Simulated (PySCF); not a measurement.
Series: H3E-E'H3. Gas-phase values, no solvent. Strings in code marks are SMILES.

Calculation: PBE-D3(BJ)/def2-TZVP // B3LYP-D3(BJ)/def2-TZVP (PySCF). Excitations are Tamm–Dancoff values on a coarser integration grid. The basis has no diffuse functions, so Rydberg states are missing or too high.

A: `C[SiH3]`
B: `[GeH3][GeH3]`
C: `[SiH3][SnH3]`
D: `[SnH3][SnH3]`
E: `[CH3][SnH3]`
F: `[CH3][GeH3]`

Question: Which member has the lowest T1 excitation (TDA)?

Answer: D (4.94 eV); next is C (5.62 eV).
